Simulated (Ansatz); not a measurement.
A made-up structure of CH₃NSi, singlet:

```xyz
6
angstrom
C -1.3555 -0.8616 -0.7351
Si 1.0039 0.6827 0.4236
N -0.2905 -0.4048 0.4332
H -2.2040 -1.4831 -0.9726
H 1.3900 1.4338 -0.7179
H 1.8030 0.9224 1.5727
```

It is relaxed with PBE-D4/def2-SVP and then PBE0-D4/def2-TZVP (Ansatz 0.2.0). Atoms count as bonded within 1.22 times the sum of their covalent radii (H–H: 0.88 Å). The end point is not checked to be a true minimum.

(1) Does its bonding change? (A judgement: the text doesn't fix the answer.)

Results:

(1) Computed: No: no bond forms or breaks.

Where it ends: The first stage lowers the energy by 5.21 eV in 28 steps. It ends as CH₃NSi ([CH][N][SiH2]):
```csv
atom,x (Å),y (Å),z (Å)
C1,-1.2195,-0.7933,-0.3790
Si2,1.5297,0.2815,0.1946
N3,-0.2298,-0.2686,-0.1271
H4,-2.1200,-1.3133,-0.6218
H5,1.2787,1.5457,-0.6026
H6,1.1079,0.8373,1.5398
```

Labels in which every atom is bracketed show which atoms are joined, not bond orders.

For scale, one of the runs: PBE0-D4/def2-TZVP relaxation, 117 basis functions, launched by `ansatz run in.yaml --threads 2 --pin off --events-out ev --progress --plain --max-ram 4352MiB`. Hardware: 2 CPU threads of an Arm Neoverse V1, shared host. Wall time about 18 s.
